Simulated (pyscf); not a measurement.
One four-centre exchange on the singlet surface with elements of a group swapped. ωB97M-D3(BJ)/def2-TZVP, eV, from the separated reactants. PySCF, gas phase, ωB97X-D3(BJ)/def2-SVP geometries.

```csv
step,barrier,reaction energy,imaginary mode (i cm⁻¹)
InH₃ + HF -> F–InH₂ + H₂,0.15,-0.63,1032
InH₃ + HCl → Cl–InH₂ + H₂,0.15,-1.14,1038
GaH₃ + HCl → Cl–GaH₂ + H₂,0.15,-1.15,1000
GaH₃ + HF -> F–GaH₂ + H₂,0.13,-0.88,1070
```

Row 1: On the reactant side the descent ends in an adduct with a F–In contact, 0.31 eV under the separated species and 0.40 eV under the saddle at ωB97X-D3(BJ)/def2-TZVP. Row 2: On the reactant side the descent ends in an adduct with a Cl–In contact, 0.32 eV under the separated species and 0.32 eV under the saddle at ωB97X-D3(BJ)/def2-TZVP. Row 3: On the reactant side the descent ends in a complex, 0.32 eV under the separated species and 0.36 eV under the saddle at ωB97X-D3(BJ)/def2-TZVP. Row 4: On the reactant side the descent ends in an adduct with a F–Ga contact, 0.32 eV under the separated species and 0.41 eV under the saddle at ωB97X-D3(BJ)/def2-TZVP. Each row is the saddle that its search found. Elements up to Kr have no core potential and no relativistic terms here. Elements past Kr carry the def2 core potentials, without spin-orbit coupling.
